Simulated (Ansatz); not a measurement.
# Relaxing Rb3Sr

Theory: DFT PBE, scalar-relativistic, plane waves, PAW (Ansatz).

The start is a database structure of Rb3Sr, space group Fm-3m (No. 225).

Input of the last, converged step (default PAW datasets):

```yaml
crystal:
  lattice:
    - [0.0, 5.440288, 5.440288]
    - [5.440288, 0.0, 5.440288]
    - [5.440288, 5.440288, 0.0]
  atoms:
    - { symbol: Rb, position: [0.25, 0.25, 0.25] }
    - { symbol: Rb, position: [0.75, 0.75, 0.75] }
    - { symbol: Rb, position: [0.5, 0.5, 0.5] }
    - { symbol: Sr, position: [0.0, 0.0, 0.0] }
basis:
  ecutwfc: 420
kpoints:
  mp_grid: { grid: [8, 8, 8] }
hamiltonian:
  xc: pbe
scf:
  occupations: { method: gaussian, width: 0.1 }
output:
  forces: true
  stress: true
  eigenvalues: true
relax:
  adjacent_minimum: "off"
  f_tol: 0.01
  max_steps: 80
  cell: { stress_tol: 0.05 }
```

Launched as:

```bash
ansatz run input.yaml --threads 1 --pin off --max-ram 2560MiB --backend cpu --events-out ev --progress --plain --runs-dir out
```

The run took 27 s on 1 thread of AMD EPYC 7R43 64-Core Processor (Zen 3), with other jobs on the host, peak memory 0.63 GiB.

The program printed at the end:

```
SCF converged after 5 iterations
Free energy (F): -13345.769554 eV
Harris-Foulkes:  -13345.769554 eV  (|F-HF|=1.82e-12)
Internal energy: -13345.745097 eV  (E = F + TS)
E sigma→0 (E₀):  -13345.757325 eV
Entropy (-TS):   -0.024457 eV (-6.114 meV/atom)
Fermi energy:    2.511434 eV
--- Per-component energies (eV) ---
  E_band       = -505.620796
  E_kinetic    = 811.539991
  E_local      = -2922.777429  (includes V_loc(G=0)·N_el)
  E_nonlocal   = 724.309213
  E_hartree    = 798.242015
  E_xc         = -558.020621
  E_vxc        = -563.409537  (∫ρ·V_xc dr)
  E_paw        = -10548.843839  (= ΣΔE_a)
  E_vpaw       = -151.767095  (= ΣTr[D̂ρ^β])
  E_aug_tail   = -0.000004  (compensation charges beyond the density's cutoff)
  E_ewald      = -1650.194424
  E_smearing   = -0.024457  (= −TS)
  E_closure    =  0.000000  (closes the sum)
  Σ components = -13345.769554   (vs F -13345.769554, Δ=0.00e0)
--- Forces (eV/Å), atoms counted from 1 ---
  atom   1  Rb     0.00000000     0.00000000     0.00000000
  atom   2  Rb     0.00000000     0.00000000     0.00000000
  atom   3  Rb     0.00000000     0.00000000     0.00000000
  atom   4  Sr     0.00000000     0.00000000     0.00000000
  max |Σ_I F_I| component: 9.25e-18 eV/Å
--- Stress (GPa, compression-positive) ---
       -0.030010       0.000000       0.000000
        0.000000      -0.030010       0.000000
        0.000000       0.000000      -0.030010
  P = ⅓ Tr σ = -0.0300 GPa (-0.300 kbar)
--- Relaxed structure (1 steps of the walk, 1 accepted, 1 SCFs on fresh bases) ---
  F+E_penalty+E_count = -13345.76955367 eV   max|allowed force component| = 5.782e-18 eV/Å   (the final SCF, on the basis selected at the relaxed cell)
  cell:  # Å, volume = 322.0295 Å³
    - [0.0, 5.440288, 5.440288]
    - [5.440288, 0.0, 5.440288]
    - [5.440288, 5.440288, 0.0]
  atoms:
    - { symbol: Rb, position: [0.25, 0.25, 0.25] }
    - { symbol: Rb, position: [0.75, 0.75, 0.75] }
    - { symbol: Rb, position: [0.5, 0.5, 0.5] }
    - { symbol: Sr, position: [0.0, 0.0, 0.0] }
```

Total energies depend on the potentials used, so only differences within one code and one set of settings carry meaning.

The result has space group Fm-3m (No. 225). Around Rb on Wyckoff site c (2 atoms of the primitive cell) lie 4 Rb at 4.71 Å, 4 Sr at 4.71 Å and 6 Rb at 5.44 Å; Rb on Wyckoff site b (1 atom of the primitive cell) is coordinated by 8 Rb at 4.71 Å and 6 Sr at 5.44 Å; around Sr lie 8 Rb at 4.71 Å and 6 Rb at 5.44 Å.

Against the elements it lies at 0.13 eV/atom. The zero of energy is the elements' standard structures at the same level; no fitted shifts are applied.

For metals, differences of a few meV/atom aren't resolved.

Symmetry constrained the relaxation, so the result can be a saddle point.